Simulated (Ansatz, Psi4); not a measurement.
**Worked example: the enthalpy of formation of ClF (chlorine monofluoride)**

ClF: 2 atoms, total charge 0, spin state singlet. SMILES: `FCl`. Geometry: relaxed at PBE0-D4/def2-TZVP.

```
atom   x (Å)   y (Å)   z (Å)
   F  0.0000  0.0000  0.0313
  Cl  0.0000  0.0000  1.6510
```

Total energies at TPSSh/cc-pVTZ (Psi4 1.11); the atoms run unrestricted:

```tsv
species	state	energy (Eh)
ClF	singlet	-560.027607
F	doublet	-99.759020
Cl	doublet	-460.172067
```

Harmonic wavenumbers at PBE0-D4/def2-TZVP, in cm⁻¹: 824.

Measured heats of formation of the gaseous atoms at 298.15 K, in kJ/mol: F 79.4, Cl 121.3. Spin-orbit lowering of the atoms at 298 K (mean of the ground term's levels less their thermal mean, from spectra), in kJ/mol: F 1.29, Cl 3.44. Take 1 Eh = 2625.50 kJ/mol, 1 cm⁻¹ = 0.0119627 kJ/mol, RT = 2.479 kJ/mol.

What heat of formation follows?


1. Electronic atomisation energy: (-99.759020) + (-460.172067) − (-560.027607) = 0.096520 Eh = 253.4 kJ/mol.
2. Zero-point energy: half the sum of the wavenumbers, 412 cm⁻¹ = 4.9 kJ/mol.
3. Thermal vibrational enthalpy, Σ hcν̃/(exp(hcν̃/kT) − 1): 0.2 kJ/mol. Translation, rotation and pV of a linear molecule: 3.5 RT = 8.7 kJ/mol.
4. The 2 free atoms carry 5/2 RT each: 12.4 kJ/mol.
5. Spin-orbit coupling lowers the free atoms by 1.29 + 3.44 = 4.7 kJ/mol.
6. Atomisation enthalpy at 298 K: 253.4 − 4.7 − 4.9 − 0.2 − 8.7 + 12.4 = 247.3 kJ/mol.
7. Sum of the atoms' heats of formation: 200.7 kJ/mol. Heat of formation: 200.7 − 247.3 = -46.6 kJ/mol.

The tabulated value is -55.7 kJ/mol (Active Thermochemical Tables), so this level is off by +9.1 kJ/mol, or 3.6 % of the atomisation enthalpy that the table implies (256.4 kJ/mol). Anharmonicity and any spin-orbit splitting of the molecule are left out.
